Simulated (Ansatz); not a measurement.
Basis-set extrapolation for `CNP` (PBE0-D4/def2-TZVP geometry, frozen core, Ansatz). Multiplicity 1, RHF reference.

```
                      def2-TZVPP   def2-QZVPP
                 HF  -436.586210  -436.601286
    MP2 correlation    -0.549073    -0.587812
CCSD(T) correlation    -0.612629      not run
```

Energies in hartree. Use E(X) = E(∞) + A·exp(−7.88·√X) for Hartree–Fock and E(X) = E(∞) + B·X^(−2.97) for correlation, with X = 3 and 4, and add CCSD(T) minus MP2 of the smaller set to the MP2 limit.

Question: What is the CCSD(T) energy at the basis-set limit?

Answer: HF limit: -436.601286 + (-0.015076) × 0.13774 = -436.60336. MP2 limit: -0.587812 + (-0.038739) × 0.74074 = -0.61651. Higher-order term: -0.612629 − (-0.549073) = -0.06356. Total: -437.28343 hartree, 222.1 kJ/mol below CCSD(T)/def2-TZVPP.
